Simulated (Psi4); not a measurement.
# One shape, several levels: BNH4 (SMILES BN)

Wanted: a comparison of 3 runs (CAM-B3LYP/def2-TZVPP, M06-2X/def2-TZVPP, wB97X/def2-TZVPP) of BNH4. 

The calculation is run with Psi4 1.11.

1 further run of the same task is left out (set aside as unsound or not needed). Runs told in other sessions of the task aren't counted.

**1. Starting point**

BNH4 has 6 atoms, charge 0, and is taken as a singlet. SMILES: `BN`. One bond was lengthened or shortened from a relaxed shape.

Bond lengths: B1–N2 1.593 Å, B1–H3 1.197 Å, B1–H4 1.197 Å, N2–H5 1.006 Å, N2–H6 1.006 Å. Angles: B1–N2–H5 123.2°, B1–N2–H6 123.2°, N2–B1–H3 119.0°, N2–B1–H4 119.0°, H5–N2–H6 113.5°, H3–B1–H4 122.0°.

**2. A single-point energy at CAM-B3LYP/def2-TZVPP (run 1)**

bh4n.py reads:

```python
import psi4

psi4.set_memory(1600000000)
psi4.set_num_threads(1)
psi4.set_output_file('output.dat', False)

m = psi4.geometry("""
0 1
B
N 1 1.5927
H 1 1.197064 2 119.00324
H 1 1.197036 3 121.98914 2 179.99389
H 2 1.005873 1 123.23009 4 0.00537
H 2 1.005781 5 113.53278 1 -179.99311
units angstrom
symmetry c1
no_reorient
no_com
""")

psi4.set_options(dict(puream=True, e_convergence=1e-09, d_convergence=1e-08, scf_type='pk', dft_radial_points=99, dft_spherical_points=590))

energy_value, wavefunction = psi4.energy("cam-b3lyp/def2-TZVPP", return_wfn=True)
print(f'cam-b3lyp/def2-TZVPP energy: {energy_value:.10f} Eh')
```

Command:

```
$ python bh4n.py
```

output.dat:

```text
[...]
  Running in c1 symmetry.
[...]
  Nuclear repulsion =   30.057887825215516
[...]
  Multiplicity = 1
[...]
  Nalpha       = 8
  Nbeta        = 8
[...]
    Number of basis functions: 118
[...]
   @RKS iter   1:   -81.81891839972114   -6.75778e-01   5.69617e-03 ADIIS/DIIS
[...]
   @RKS iter  10:   -82.00465510217907   -1.24913e-11   2.23262e-09 DIIS
[...]
    Orbital Energies [Eh]
    ---------------------
    Doubly Occupied:
       1A    -14.387319     2A     -6.842235     3A     -0.920589
       4A     -0.583565     5A     -0.563120     6A     -0.455433
       7A     -0.405250     8A     -0.341321
[...]
  @RKS Final Energy:   -82.00465510217907
   => Energetics <=
    Nuclear Repulsion Energy =             30.0578878252155164
    One-Electron Energy =                -169.0959461948597209
    Two-Electron Energy =                  65.8995031442904065
    DFT Exchange-Correlation Energy =      -8.8660998768252703
    Empirical Dispersion Energy =           0.0000000000000000
    VV10 Nonlocal Energy =                  0.0000000000000000
    Total Energy =                        -82.0046551021790719
[...]
 Multipole Moments:
 ------------------------------------------------------------------------------------
     Multipole            Electronic (a.u.)      Nuclear  (a.u.)        Total (a.u.)
 ------------------------------------------------------------------------------------
 L = 1.  Multiply by 2.5417464519 to convert [e a0] to [Debye]
 Dipole X            :          0.0000805            0.0000022            0.0000827
 Dipole Y            :         -0.0000076           -0.0000637           -0.0000714
 Dipole Z            :         -0.0051341            0.4787614            0.4736273
 Magnitude           :                                                    0.4736273
[...]
```

On the terminal:

```text
cam-b3lyp/def2-TZVPP energy: -82.0046551022 Eh
```

It took 20 s on 1 thread of Intel Xeon 6975P-C (Granite Rapids), shared host; peak memory 0.9 GiB.

**3. Energy and gradient at M06-2X/def2-TZVPP (run 2)**

input.dat reads:

```
memory 1600 MB

molecule m {
  B     -0.169352    -0.883187    -0.031061
  N      0.146100     0.677400     0.010800
  H      0.184648    -1.571587     0.882039
  H     -0.753152    -1.332287    -0.974661
  H     -0.121600     1.313700    -0.720800
  H      0.632000     1.121400     0.771300
  symmetry c1
  no_reorient
  no_com
}

set basis def2-TZVPP
set puream true
set e_convergence 1e-09
set d_convergence 1e-08
set scf_type pk
set dft_radial_points 99
set dft_spherical_points 590

e, wfn = gradient('m06-2x', return_wfn=True)
oeprop(wfn, 'MULLIKEN_CHARGES', 'LOWDIN_CHARGES', 'MAYER_INDICES')
print_variables()
```

Command:

```
$ psi4 -i input.dat -o output.dat -n 1
```

output.dat:

```text
[...]
  Running in c1 symmetry.
[...]
  Nuclear repulsion =   30.057889293365918
[...]
  Multiplicity = 1
[...]
  Nalpha       = 8
  Nbeta        = 8
[...]
    Number of basis functions: 118
[...]
   @RKS iter   1:   -81.85211705028500   -6.66431e-01   5.15946e-03 DIIS/ADIIS
[...]
   @RKS iter  10:   -82.00787789391602   -5.74119e-12   3.67507e-09 DIIS
[...]
    Orbital Energies [Eh]
    ---------------------
    Doubly Occupied:
       1A    -14.744213     2A     -7.067278     3A     -0.940783
       4A     -0.583958     5A     -0.562981     6A     -0.451753
       7A     -0.400365     8A     -0.337508
[...]
  @RKS Final Energy:   -82.00787789391602
   => Energetics <=
    Nuclear Repulsion Energy =             30.0578892933659176
    One-Electron Energy =                -169.0584833089907875
    Two-Electron Energy =                  62.9527989002179140
    DFT Exchange-Correlation Energy =      -5.9600827785090607
    Empirical Dispersion Energy =           0.0000000000000000
    VV10 Nonlocal Energy =                  0.0000000000000000
    Total Energy =                        -82.0078778939160173
[...]
  -Total Gradient:
     Atom            X                  Y                   Z
    ------   -----------------  -----------------  -----------------
       1       -0.017874231128    -0.088349190345    -0.002383598769
       2        0.019162861422     0.094609948534     0.002606455332
       3        0.000213077754    -0.006934089994     0.002857601702
       4       -0.002846872163    -0.006151253075    -0.003199727688
       5        0.000934727062     0.003357264084     0.000573453903
       6        0.000406968581     0.003450110079    -0.000454628428
[...]
```

Wall time 38 s (1 thread of Intel Xeon 6975P-C (Granite Rapids), shared host); peak memory 0.72 GiB.

**4. Energy and forces at wB97X/def2-TZVPP (run 3)**

input.in reads:

```
memory 1600 mb

molecule geom {
  0 1
  B     -0.169352    -0.883187    -0.031061
  N      0.146100     0.677400     0.010800
  H      0.184648    -1.571587     0.882039
  H     -0.753152    -1.332287    -0.974661
  H     -0.121600     1.313700    -0.720800
  H      0.632000     1.121400     0.771300
  symmetry c1
  no_reorient
  no_com
}

set basis def2-TZVPP
set reference rks
set puream true
set e_convergence 1e-09
set d_convergence 1e-08
set scf_type pk
set dft_radial_points 99
set dft_spherical_points 590

e, wfn = gradient("wb97x", return_wfn=True)
oeprop(wfn, "MAYER_INDICES", "DIPOLE", "WIBERG_LOWDIN_INDICES", title="WB97X")
print_variables()
```

Command:

```
$ psi4 -n 1 input.in input.out
```

input.out:

```text
[...]
  Running in c1 symmetry.
[...]
  Nuclear repulsion =   30.057889293365918
[...]
  Multiplicity = 1
[...]
  Nalpha       = 8
  Nbeta        = 8
[...]
    Number of basis functions: 118
[...]
   @RKS iter   1:   -81.88554810440360   -7.96282e-01   4.95720e-03 ADIIS/DIIS
[...]
   @RKS iter  10:   -82.02562612284277   -4.57874e-11   6.47786e-09 DIIS
[...]
    Orbital Energies [Eh]
    ---------------------
    Doubly Occupied:
       1A    -14.389872     2A     -6.861561     3A     -0.965629
       4A     -0.627627     5A     -0.602664     6A     -0.494270
       7A     -0.444782     8A     -0.378607
[...]
  @RKS Final Energy:   -82.02562612284277
   => Energetics <=
    Nuclear Repulsion Energy =             30.0578892933659176
    One-Electron Energy =                -169.0875411246113629
    Two-Electron Energy =                  65.4260010182915437
    DFT Exchange-Correlation Energy =      -8.4219753098888592
    Empirical Dispersion Energy =           0.0000000000000000
    VV10 Nonlocal Energy =                  0.0000000000000000
    Total Energy =                        -82.0256261228427661
[...]
  -Total Gradient:
     Atom            X                  Y                   Z
    ------   -----------------  -----------------  -----------------
       1       -0.018315092688    -0.090531396625    -0.002442203266
       2        0.018513539375     0.091395396251     0.002520647800
       3       -0.000639022214    -0.004849427925     0.000507867091
       4       -0.001277184330    -0.004684503203    -0.000754709474
       5        0.000616091587     0.004434059681    -0.000410720652
       6        0.001107923228     0.004266671875     0.000579965831
[...]
```

It took 37 s on 1 thread of Intel Xeon 6975P-C (Granite Rapids), shared host; peak memory 0.9 GiB.

**5. Overview of the runs**

| run | level | task | properties | energy (Eh) | dipole moment (D) | HOMO energy (eV) | LUMO energy (eV) | wall time |
| --- | --- | --- | --- | --- | --- | --- | --- | --- |
| 1 | CAM-B3LYP/def2-TZVPP | energy | – | -82.004655 | 1.20 | -9.29 | 0.50 | 20 s |
| 2 | M06-2X/def2-TZVPP | gradient | (mulliken, lowdin, mayer) | -82.007878 | 1.08 | -9.18 | 0.35 | 38 s |
| 3 | wB97X/def2-TZVPP | gradient | (mayer, dipole, wiberg) | -82.025626 | 1.15 | -10.30 | 1.66 | 37 s |

**6. Results**

| quantity | value |
| --- | --- |
| run 3: total energy | -82.02563 Eh |
| run 3: dipole moment | 1.15 D |
| run 3: HOMO energy | -10.30 eV |
| run 3: LUMO energy | 1.66 eV |
| run 3: HOMO–LUMO gap | 11.96 eV |
| run 3: largest force on an atom | 4.797 eV/Å |

What this shows: The dipole moment (its size) runs from 1.08 D (M06-2X/def2-TZVPP) to 1.20 D (CAM-B3LYP/def2-TZVPP). The HOMO–LUMO gap runs from 9.54 eV (M06-2X/def2-TZVPP) to 11.96 eV (wB97X/def2-TZVPP). Totals of different functionals can't be ranked against each other. All runs together took 94 s, the longest 38 s.
